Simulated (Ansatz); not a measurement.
```yaml
crystal:
  periodic: [false, false, false]
  atoms:
    - {symbol: Si, position_ang: [-0.225869, 0.282273, -1.291590]}
    - {symbol: C, position_ang: [-0.337508, 0.115690, 0.586289]}
    - {symbol: C, position_ang: [0.533650, -0.440672, 1.329558]}
    - {symbol: H, position_ang: [-1.281064, 0.483448, 1.142751]}
    - {symbol: H, position_ang: [1.447927, -0.879373, 0.977694]}
    - {symbol: H, position_ang: [0.413238, -0.547802, 2.506188]}
    - {symbol: H, position_ang: [1.084551, -0.330090, -1.675468]}
    - {symbol: H, position_ang: [-0.214794, 1.689872, -1.624041]}
    - {symbol: H, position_ang: [-1.326183, -0.406932, -1.868272]}
basis:
  gaussian: {orbitals: def2-TZVP}
hamiltonian: {xc: {name: B97M-V}}
output: {forces: true}
```

```sh
$ ansatz run in.yaml --threads 4 --pin off --events-out ev --progress --plain --max-ram 3916MiB
```

Output, abridged:

```
Functional definition: B97M-V
876 factors; their error is unknown
mean field evaluation 1: about -10039.9676 eV, gradient 5.3e1 eV
mean field evaluation 2: about -10030.0401 eV, gradient 7.7e1 eV
mean field evaluation 4: about -10047.1816 eV, gradient 2.7e0 eV
mean field evaluation 8: about -10047.2090 eV, gradient 3.2e-1 eV
mean field evaluation 16: about -10047.1859 eV, gradient 3.6e-4 eV
mean field -10047.18594703 eV, -369.2272733260 hartree, gradient 3.1e-5 eV, S^2 0.000000; 0 other end points of the search recorded, 0 dependent functions left out
reference -10047.18600817 eV, -369.2272755728 hartree; 16, 16 occupied and 119, 119 virtual orbitals, 876 factors
Total energy: -10047.18600817 eV, -369.2272755728 hartree
Atom 0 at    -0.225869     0.282273    -1.291590 Å, force     1.197375    -0.197563     1.706192 eV/Å
Atom 1 at    -0.337508     0.115690     0.586289 Å, force    -4.043505     2.004897    -1.285172 eV/Å
Atom 2 at     0.533650    -0.440672     1.329558 Å, force     2.166712    -1.836925     4.765543 eV/Å
Atom 3 at    -1.281064     0.483448     1.142751 Å, force     1.437329    -0.395651    -1.191665 eV/Å
Atom 4 at     1.447927    -0.879373     0.977694 Å, force     0.289956    -0.041807    -0.238104 eV/Å
Atom 5 at     0.413238    -0.547802     2.506188 Å, force     0.183730     0.275833    -2.589842 eV/Å
Atom 6 at     1.084551    -0.330090    -1.675468 Å, force    -0.225885     0.053350    -0.110635 eV/Å
Atom 7 at    -0.214794     1.689872    -1.624041 Å, force    -0.105120     0.625363    -0.361918 eV/Å
Atom 8 at    -1.326183    -0.406932    -1.868272 Å, force    -0.900592    -0.487498    -0.694400 eV/Å
Dipole moment:    -0.033477    -0.018987     0.070072 e Å
```

It took 4.2 s on 4 threads of Arm Neoverse V1 on a shared host.
